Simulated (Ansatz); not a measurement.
Compare A (`N=C(O)CCO`) with its isomer B (`CC(O)NC=O`).

Program: Ansatz. Geometries: PBE0-D4/def2-TZVP. ΔE: electronic, gas phase. CCSD(T)/CBS adds triple-zeta CCSD(T) − MP2 to the extrapolated MP2 energy (def2 sets, frozen cores). DFT in def2-TZVPP. B3LYP here is the variant with VWN-RPA as its local correlation; programs differ in this. Each species was taken in one conformer, which may not be the lowest.

A:

```xyz
13

N    -0.595   -0.625    1.298
C    -0.316   -0.931    0.101
O    -0.503   -2.131   -0.488
C     0.268    0.059   -0.854
C     0.733    1.340   -0.182
O    -0.311    2.033    0.448
H    -0.993   -1.392    1.835
H    -0.918   -2.739    0.134
H    -0.497    0.283   -1.606
H     1.095   -0.422   -1.385
H     1.149    2.008   -0.941
H     1.538    1.102    0.527
H    -0.651    1.416    1.114
```

B:

Z-matrix (Å, degrees):
```
C
C 1 1.515
H 1 1.093 2 110.4
H 1 1.091 2 110.6 3 -120.8
H 1 1.093 2 110.5 3 119.5
O 2 1.417 1 111.4 3 -59.0
N 2 1.430 1 111.3 3 60.2
H 2 1.094 1 110.9 3 177.5
H 6 0.961 2 108.4 1 -61.7
C 7 1.356 2 123.1 1 136.2
H 7 1.007 2 117.7 1 -57.1
O 10 1.207 7 125.6 2 -7.7
H 10 1.106 7 111.9 2 173.8
```

**Question.** Which isomer does CCSD(T)/CBS put lower? Give the gap. (Best estimate.)

**Answer.** Ansatz gave: B, by 5.9 kcal/mol.

**Question.** Give E(B) − E(A) in kcal/mol with B3LYP, MP2/def2-TZVPP, r2SCAN-D4, PBE0-D4, B3LYP-D4, CCSD/def2-TZVPP, ωB97M-V. (Best estimate.)

**Answer.** Computed: B3LYP -8.5, MP2/def2-TZVPP -6.6, r2SCAN-D4 -7.6, PBE0-D4 -7.2, B3LYP-D4 -8.1, CCSD/def2-TZVPP -6.1, ωB97M-V -6.5. None reverses the order clearly.

Largest T1 diagnostic: 0.014.

In def2-TZVPP, CCSD(T) changes the Hartree–Fock value by +3.2 kcal/mol (the triples alone add +0.2 kcal/mol) and MP2 by +2.5 kcal/mol.
